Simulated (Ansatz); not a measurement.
# Worked example: correlation energy of GaGeH₂⁺ (H-bridged), triplet

Geometry: that of the GaGeH2 (H-bridged), doublet, kept fixed.

```xyz
4

Ge    0.0000   -0.0037    1.1629
Ga    0.0000   -0.0229   -1.1765
H     0.0000    1.4325    0.2695
H     0.0000    0.4115   -2.6972
```

Basis cc-pVDZ; Ansatz 0.2.0. Only valence electrons are correlated (noble-gas cores and the filled d shells of p-block atoms frozen), which leaves 8 electrons in 36 orbitals. R marks a restricted (for open shells ROHF) determinant, U an unrestricted one. No spin–orbit coupling is included, and no scalar relativity.

Full CI isn't at hand for all of this; UCCSDT(Q) serves as the reference, and is uncertain by about the last step of the cluster series.

Runs differ by some tens of microhartree through their thresholds and, for an open shell, their frozen cores, so steps under 0.03 kcal/mol mean nothing.

```csv
level,total energy (hartree)
UHF,-3999.381686
UMP2,-3999.489815
UCCSD,-3999.521861
UCCSD(T),-3999.526798
UCCSDT,-3999.528215
UCCSDT(Q),-3999.528488
```

Question: What is the correlation energy at UCCSDT(Q), and what share of it do UMP2 and UCCSD recover?

Answer: E(corr) = -3999.528488 − (-3999.381686) = -0.146802 hartree = -3.995 eV. UMP2: -0.108129 / -0.146802 = 73.66 %. UCCSD: -0.140175 / -0.146802 = 95.49 %.

Question: By how many kcal/mol does UCCSD(T) miss UCCSDT(Q) (1 hartree = 627.509 kcal/mol), and which steps make up the rest?

Answer: -3999.526798 − (-3999.528488) = 0.001690 hartree = 1.06 kcal/mol. Steps: UCCSDT − UCCSD(T) = -0.89, UCCSDT(Q) − UCCSDT = -0.17 kcal/mol. Differences between like states or geometries often cancel part of this.
